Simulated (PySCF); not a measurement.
A structure optimised at PBE-D3(BJ)/def2-TZVP, used in a PySCF frequency run:

```
O
H 1 0.9777
O 1 1.4652 2 99.77
H 3 0.9777 1 99.77 2 -114.84
```

Task: Write its SMILES, formula and point group.

Result: OO, H2O2, C2

Task: What are its rotational constants (standard atomic weights)?

Result: 294.46, 26.004, 25.106 GHz
